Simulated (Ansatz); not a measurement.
Results of PBE in Ansatz (PAW) for litharge SnO.

Q: Predict the interlayer binding energy, layer repeat distance and gap between the layers.

A: 
* **interlayer binding energy**: 9.3 meV/Å²
* **layer repeat distance**: 5.072 Å
* **gap between the layers**: 2.754 Å

Note: the cell comes from a level without a dispersion term, which matters for the spacing of layers, chains or molecules; the cell has widely spaced layers and the level no dispersion term, so their spacing and the moduli can rest on weak binding.

Spin–orbit coupling is not included.

Static lattice: no zero-point or thermal effects.

Ansatz is a first-principles code.
